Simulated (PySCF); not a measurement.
PySCF input (HF/pcseg-1):

```python
import numpy as np, basis_set_exchange as bse
from pyscf import gto, scf, dft, df
from pyscf.prop.polarizability import rhf as pol

basis = {'Cl': gto.basis.parse(bse.get_basis('pcseg-1', elements=['Cl'], fmt='nwchem')), 'H': gto.basis.parse(bse.get_basis('pcseg-1', elements=['H'], fmt='nwchem')), 'O': gto.basis.parse(bse.get_basis('pcseg-1', elements=['O'], fmt='nwchem'))}
mol = gto.M(
    atom='''
    O     0.02204159    1.10436371   -0.00118827
    H    -0.92327012    1.31460394    0.01604549
    Cl    0.04393750   -0.59703021   -0.00038467
    ''',
    basis=basis,
    charge=0,
    verbose=4,
    max_memory=2160,
)
mf = scf.RHF(mol)
mf = mf.density_fit(auxbasis=df.autoaux(mol))
mf.conv_tol = 1e-9
mf.max_cycle = 100
print('smallest overlap eigenvalue', np.linalg.eigvalsh(mol.intor('int1e_ovlp'))[0])
mf.kernel()
dip = mf.dip_moment()
p = pol.Polarizability(mf)
p.max_cycle_cphf = 60
alpha = p.polarizability()
print('polarisability/bohr^3', alpha.trace() / 3)
```

Output:

```
PySCF version 2.14.0

[INPUT] verbose = 4
[INPUT] num. atoms = 3
[INPUT] num. electrons = 26
[INPUT] charge = 0
[INPUT] spin (= nelec alpha-beta = 2S) = 0
[INPUT] symmetry False subgroup None
[INPUT] Mole.unit = angstrom
[INPUT] Symbol           X                Y                Z      unit          X                Y                Z       unit  Magmom
[INPUT]  1 O      0.022041590000   1.104363710000  -0.001188270000 AA    0.041652568450   2.086944953809  -0.002245504862 Bohr   0.0
[INPUT]  2 H     -0.923270120000   1.314603940000   0.016045490000 AA   -1.744727665794   2.484241408874   0.030321581634 Bohr   0.0
[INPUT]  3 Cl     0.043937500000  -0.597030210000  -0.000384670000 AA    0.083029841598  -1.128223584992  -0.000726920948 Bohr   0.0

nuclear repulsion = 50.8657450575968
number of shells = 17
number of NR pGTOs = 76
number of NR cGTOs = 37
basis = {'Cl': [[0, [56129.5, 0.00073904], [8420.32, 0.0057082], [1916.46, 0.0292141], [542.099, 0.112411], [175.74, 0.313999], [62.7191, 0.5], [23.4123, 0.302077]], [0, [52.2067, -0.0897496], [5.66022, 0.573007], [2.2423, 0.5]], [0, [0.456488, 1.0]], [0, [0.159693, 1.0]], [1, [533.333, 0.00379695], [125.415, 0.0300914], [39.9394, 0.129733], [14.6334, 0.341517], [5.64837, 0.5], [2.1536, 0.289333]], [1, [1.0881, 0.252417], [0.387168, 0.5]], [1, [0.123929, 1.0]], [2, [0.6, 1.0]]], 'H': [[0, [12.2518, 0.0233371], [1.86871, 0.15915], [0.418208, 0.5]], [0, [0.1061, 1.0]], [1, [1.0, 1.0]]], 'O': [[0, [2288.64, 0.00585468], [344.416, 0.0437333], [78.2538, 0.194796], [21.7195, 0.5], [6.55907, 0.484614]], [0, [10.4656, -0.0713343], [0.964351, 0.5]], [0, [0.285127, 1.0]], [1, [17.059, 0.0474439], [3.68999, 0.242689], [0.992996, 0.5]], [1, [0.244924, 1.0]], [2, [1.0, 1.0]]]}
ecp = {}
ETB for H: l = 0, exps = 0.2122 * 1.8^n , n = 0..9
ETB for H: l = 1, exps = 1.1061 * 2^n , n = 0..1
ETB for H: l = 2, exps = 2.0 * 2.2^n , n = 0..0
ETB for Cl: l = 0, exps = 0.247858 * 1.8^n , n = 0..17
ETB for Cl: l = 1, exps = 0.247858 * 1.8^n , n = 0..14
ETB for Cl: l = 2, exps = 0.247858 * 1.8^n , n = 0..13
ETB for Cl: l = 3, exps = 0.7239289999999999 * 2.2^n , n = 0..3
ETB for O: l = 0, exps = 0.489848 * 1.8^n , n = 0..13
ETB for O: l = 1, exps = 0.489848 * 1.8^n , n = 0..10
ETB for O: l = 2, exps = 0.489848 * 1.8^n , n = 0..9
ETB for O: l = 3, exps = 1.244924 * 2.2^n , n = 0..1
smallest overlap eigenvalue 0.041581590441449094

******** <class 'pyscf.df.df_jk.DFRHF'> ********
method = DFRHF
initial guess = minao
damping factor = 0
level_shift factor = 0
DIIS = <class 'pyscf.scf.diis.CDIIS'>
diis_start_cycle = 1
diis_space = 8
diis_damp = 0
SCF conv_tol = 1e-09
SCF conv_tol_grad = None
SCF max_cycles = 100
direct_scf = False
Set gradient conv threshold to 3.16228e-05
Initial guess from minao.
******** <class 'pyscf.df.df.DF'> ********
auxbasis = {'H': [[0, [np.float64(42.09184141608961), 1]], [0, [np.float64(23.384356342272007), 1]], [0, [np.float64(12.991309079040002), 1]], [0, [np.float64(7.2173939328), 1]], [0, [np.float64(4.009663296), 1]], [0, [np.float64(2.2275907200000002), 1]], [0, [np.float64(1.2375504000000002), 1]], [0, [np.float64(0.687528), 1]], [0, [np.float64(0.38196), 1]], [0, [np.float64(0.2122), 1]], [1, [np.float64(2.2122), 1]], [1, [np.float64(1.1061), 1]], [2, [np.float64(2.0), 1]]], 'Cl': [[0, [np.float64(5417.956673737141), 1]], [0, [np.float64(3009.9759298539666), 1]], [0, [np.float64(1672.2088499188703), 1]], [0, [np.float64(929.0049166215947), 1]], [0, [np.float64(516.1138425675525), 1]], [0, [np.float64(286.72991253752923), 1]], [0, [np.float64(159.29439585418288), 1]], [0, [np.float64(88.49688658565717), 1]], [0, [np.float64(49.164936992031755), 1]], [0, [np.float64(27.313853884462088), 1]], [0, [np.float64(15.174363269145601), 1]], [0, [np.float64(8.430201816192001), 1]], [0, [np.float64(4.68344545344), 1]], [0, [np.float64(2.6019141408), 1]], [0, [np.float64(1.445507856), 1]], [0, [np.float64(0.80305992), 1]], [0, [np.float64(0.4461444), 1]], [0, [np.float64(0.247858), 1]], [1, [np.float64(929.0049166215947), 1]], [1, [np.float64(516.1138425675525), 1]], [1, [np.float64(286.72991253752923), 1]], [1, [np.float64(159.29439585418288), 1]], [1, [np.float64(88.49688658565717), 1]], [1, [np.float64(49.164936992031755), 1]], [1, [np.float64(27.313853884462088), 1]], [1, [np.float64(15.174363269145601), 1]], [1, [np.float64(8.430201816192001), 1]], [1, [np.float64(4.68344545344), 1]], [1, [np.float64(2.6019141408), 1]], [1, [np.float64(1.445507856), 1]], [1, [np.float64(0.80305992), 1]], [1, [np.float64(0.4461444), 1]], [1, [np.float64(0.247858), 1]], [2, [np.float64(516.1138425675525), 1]], [2, [np.float64(286.72991253752923), 1]], [2, [np.float64(159.29439585418288), 1]], [2, [np.float64(88.49688658565717), 1]], [2, [np.float64(49.164936992031755), 1]], [2, [np.float64(27.313853884462088), 1]], [2, [np.float64(15.174363269145601), 1]], [2, [np.float64(8.430201816192001), 1]], [2, [np.float64(4.68344545344), 1]], [2, [np.float64(2.6019141408), 1]], [2, [np.float64(1.445507856), 1]], [2, [np.float64(0.80305992), 1]], [2, [np.float64(0.4461444), 1]], [2, [np.float64(0.247858), 1]], [3, [np.float64(7.708395992000002), 1]], [3, [np.float64(3.50381636), 1]], [3, [np.float64(1.5926438), 1]], [3, [np.float64(0.7239289999999999), 1]]], 'O': [[0, [np.float64(1020.0087693519293), 1]], [0, [np.float64(566.6715385288497), 1]], [0, [np.float64(314.8175214049164), 1]], [0, [np.float64(174.89862300273137), 1]], [0, [np.float64(97.16590166818409), 1]], [0, [np.float64(53.98105648232449), 1]], [0, [np.float64(29.989475823513605), 1]], [0, [np.float64(16.660819901952003), 1]], [0, [np.float64(9.256011056640002), 1]], [0, [np.float64(5.1422283648), 1]], [0, [np.float64(2.8567935360000005), 1]], [0, [np.float64(1.5871075200000002), 1]], [0, [np.float64(0.8817264), 1]], [0, [np.float64(0.489848), 1]], [1, [np.float64(174.89862300273137), 1]], [1, [np.float64(97.16590166818409), 1]], [1, [np.float64(53.98105648232449), 1]], [1, [np.float64(29.989475823513605), 1]], [1, [np.float64(16.660819901952003), 1]], [1, [np.float64(9.256011056640002), 1]], [1, [np.float64(5.1422283648), 1]], [1, [np.float64(2.8567935360000005), 1]], [1, [np.float64(1.5871075200000002), 1]], [1, [np.float64(0.8817264), 1]], [1, [np.float64(0.489848), 1]], [2, [np.float64(97.16590166818409), 1]], [2, [np.float64(53.98105648232449), 1]], [2, [np.float64(29.989475823513605), 1]], [2, [np.float64(16.660819901952003), 1]], [2, [np.float64(9.256011056640002), 1]], [2, [np.float64(5.1422283648), 1]], [2, [np.float64(2.8567935360000005), 1]], [2, [np.float64(1.5871075200000002), 1]], [2, [np.float64(0.8817264), 1]], [2, [np.float64(0.489848), 1]], [3, [np.float64(2.7388328), 1]], [3, [np.float64(1.244924), 1]]]}
init E= -534.795705346591
  HOMO = -0.343581158096785  LUMO = -0.08866450857722  gap/eV = 6.93664
cycle= 1 E= -534.787161423764  delta_E= 0.00854  |g|= 0.296  |ddm|= 1.81
  HOMO = -0.457088867692502  LUMO = 0.0756312226735267  gap/eV = 14.49605
cycle= 2 E= -534.807441148904  delta_E= -0.0203  |g|= 0.0712  |ddm|= 0.285
  HOMO = -0.446453070670723  LUMO = 0.0897166582314348  gap/eV = 14.58992
cycle= 3 E= -534.808624768873  delta_E= -0.00118  |g|= 0.0243  |ddm|= 0.0713
  HOMO = -0.447855555690442  LUMO = 0.0916508524334341  gap/eV = 14.68072
cycle= 4 E= -534.808770009009  delta_E= -0.000145  |g|= 0.0102  |ddm|= 0.0248
  HOMO = -0.44876707241559  LUMO = 0.0907493967382487  gap/eV = 14.68099
cycle= 5 E= -534.80879966818  delta_E= -2.97e-05  |g|= 0.00212  |ddm|= 0.0105
  HOMO = -0.448532830658758  LUMO = 0.0909920138093225  gap/eV = 14.68122
cycle= 6 E= -534.808801928829  delta_E= -2.26e-06  |g|= 0.000706  |ddm|= 0.00302
  HOMO = -0.448683878927994  LUMO = 0.0908746352571348  gap/eV = 14.68214
cycle= 7 E= -534.808802353882  delta_E= -4.25e-07  |g|= 0.000259  |ddm|= 0.00163
  HOMO = -0.44865692178173  LUMO = 0.0908934465501279  gap/eV = 14.68191
cycle= 8 E= -534.808802427645  delta_E= -7.38e-08  |g|= 7.72e-05  |ddm|= 0.000823
  HOMO = -0.448663598111944  LUMO = 0.090889077079098  gap/eV = 14.68198
cycle= 9 E= -534.808802434805  delta_E= -7.16e-09  |g|= 2.16e-05  |ddm|= 0.000287
  HOMO = -0.448661585523553  LUMO = 0.0908903462196031  gap/eV = 14.68196
cycle= 10 E= -534.808802435489  delta_E= -6.85e-10  |g|= 7.01e-06  |ddm|= 9.29e-05
  HOMO = -0.448661958638366  LUMO = 0.0908899156313332  gap/eV = 14.68195
Extra cycle  E= -534.808802435538  delta_E= -4.93e-11  |g|= 3.84e-06  |ddm|= 1.56e-05
converged SCF energy = -534.808802435538
Dipole moment(X, Y, Z, Debye): -1.80684,  0.08160,  0.03317
Isotropic polarizability 14.1485830918
Polarizability anisotropy 14.1851796126
polarisability/bohr^3 14.14858309181196
```
